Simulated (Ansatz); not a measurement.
Ansatz (a quantum-chemistry and plane-wave program) input (HF/6-31G*):

Ansatz 0.2 input:
```yaml
crystal:
  periodic: [false, false, false]
  atoms:
    - {symbol: P, position_ang: [-0.00000000, -0.00000000, -0.94474959]}
    - {symbol: P, position_ang: [0.00000000, 0.00000000, 0.94474959]}
basis:
  gaussian:
    orbitals: 6-31G*
hamiltonian:
  xc: {name: HF}
output: {forces: true}
magnetization: {spin_polarized: false}
```

Output:

```
Functional definition: HF
integrals: 0.00 GiB planned
332 factors; integrals over basis functions are off by at most 7.0e-4 eV
mean field: 0.06 GiB planned
mean field evaluation 1: about -18542.2898 eV, gradient 5.8e0 eV
mean field evaluation 2: about -18542.3045 eV, gradient 5.8e0 eV
mean field evaluation 4: about -18542.4857 eV, gradient 1.5e-1 eV
mean field evaluation 8: about -18542.4859 eV, gradient 4.6e-5 eV
mean field -18542.48588667 eV, -681.4237877867 hartree, gradient 4.6e-5 eV, S^2 0.000000; 0 other end points of the search recorded, 0 dependent functions left out
the calculation of the forces begins
reference -18542.48588667 eV, -681.4237877867 hartree; 15, 15 occupied and 23, 23 virtual orbitals, 332 factors
Total energy: -18542.48588667 eV, -681.4237877867 hartree
Atom 0 at    -0.000000    -0.000000    -0.944750 Å, force     0.000000    -0.000000     1.321043 eV/Å
Atom 1 at     0.000000     0.000000     0.944750 Å, force    -0.000000     0.000000    -1.321043 eV/Å
Dipole moment:    -0.000000    -0.000000     0.000000 e Å
```
